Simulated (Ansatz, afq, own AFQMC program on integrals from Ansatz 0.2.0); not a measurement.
AFQMC on a folder of integrals that Ansatz 0.2.0 wrote.

```yaml
crystal:
  periodic: [false, false, false]
  atoms:
    - {symbol: B, position_ang: [0.001291, 0.051455, -0.052133]}
    - {symbol: H, position_ang: [-0.014292, 0.912881, 0.797700]}
    - {symbol: H, position_ang: [-0.039041, -1.556230, 1.576744]}
    - {symbol: H, position_ang: [0.022614, 0.901422, -0.913304]}
    - {symbol: H, position_ang: [0.016874, -0.809971, -0.901966]}
basis:
  gaussian: {orbitals: cc-pVDZ}
total_charge: 1
magnetization: {spin_polarized: false}
correlation: {method: ccsd_t, electrons: outside_noble_gas, hamiltonian_folder: ham}
```

```sh
$ ansatz run in.yaml --threads 1 --pin off --events-out ev --progress --plain --max-ram 16896MiB --backend cuda --devices 0, --max-vram 18GiB
```

afq runs on the folder ham with

```
--method phaseless --trial cisd --walkers 4000 --populations 20 --least-time 60 --time-step 0.005 --steps-per-block 50 --equilibration-blocks 40 --max-blocks 4000 --target-error 0.00029 --factor-cut 1e-05 --seed 5433 --release-times 0.24,0.51,0.99,1.62,2.4 --release-step 0.03 --release-every 3 --taylor-order 6
```

Times are imaginary, in 1/Eh. The walk had a cap of 122 s. With eight or more populations the least sampling time is a fifth of least-time, and the error comes from their spread.

afq prints:

```
orbitals 33  electrons 3 3  factors 250 of 304
reference energy -26.43065912 Eh
CCSD correlation -0.15302329 Eh in 12 cycles, weight of the determinant in the CISD state 0.8272
energy of the start -26.583681 Eh
 block  time / (1/Eh)  mean weight  energy / Eh
     1     0.250  0.9999  -26.582589
     2     0.500  1.0000  -26.583146
     3     0.750  0.9997  -26.583909
     4     1.000  0.9996  -26.584700
     5     1.250  1.0000  -26.585350
    10     2.500  0.9999  -26.587246
    19     4.750  0.9999  -26.588131
    29     7.250  0.9996  -26.589221
    31     7.750  1.0001  -26.589326
    39     9.750  1.0000  -26.588352
    49    12.250  0.9998  -26.588639
    59    14.750  1.0001  -26.588956
    69    17.250  0.9997  -26.588570
    79    19.750  1.0000  -26.588743
    89    22.250  1.0001  -26.587606
error from the spread of 20 populations
released: time / (1/Eh)  energy / Eh  error  mean overlap
  0.24  -26.588807  0.000111  0.9989
  0.51  -26.588975  0.000074  0.9971
  0.99  -26.589327  0.000065  0.9932
  1.62  -26.589549  0.000059  0.9940
  2.40  -26.589787  0.000128  0.9897
energy -26.588545 +/- 0.000090 Eh
(rows thinned)
```

The run passed its tests (sampling time, drift between the halves within three errors, error under three times the target), which doesn't prove that it has relaxed.

Against this walk (error 2.4 meV) on the same determinant: CCSD(T) 27.1 meV lower, CCSDT(Q) 51.1 meV lower, CCSDTQ 52.0 meV lower, full CI 52.2 meV lower. The error is statistical and leaves out the bias of the constraint. The released energies are still falling (meV from the phaseless value at times in 1/Eh: -7 ± 3 at 0.24, -11.7 ± 2.0 at 0.51, -21.3 ± 1.8 at 0.99, -27.3 ± 1.6 at 1.62, -34 ± 3 at 2.40), so they give no level; they do show a bias of the constraint, and the last of them that isn't too noisy lies 18 meV above full CI. Full CI is exact here, so the walk's 52 meV above it is the walk's own error: the bias of the constraint with this trial. The determinant is a poor start (see the cautions), so the low cluster orders aren't to be relied on, and full CI is the sure value.

Cautions: constraint bias not in the error; restricted determinant unstable towards unrestricted (UHF 1.14 eV lower, ⟨S²⟩ 0.85); strong correlation (T1 0.052, weight of the determinant 0.83, largest double 0.34); the CCSD(T) amplitudes may be one of several solutions (largest double 0.34); the CCSDT(Q) amplitudes may be one of several solutions (largest double 0.37); the CCSDTQ amplitudes may be one of several solutions (largest double 0.38).

The walk took 27 s on 1 × NVIDIA H100 80GB HBM3 with 2 threads of AMD EPYC 7R13 Processor (Zen 3), on a shared host (the card was shared). The log's last line is the phaseless energy.

CCSDT and higher add their correlation energy to the determinant of the CCSD(T) run, since their own runs factorise the integrals more tightly (a shift of under 2 meV). A walk keeps the symmetry of its determinant, which the program's search chose and which needn't be the lowest solution, so a lower state of the same spin and another symmetry isn't excluded.
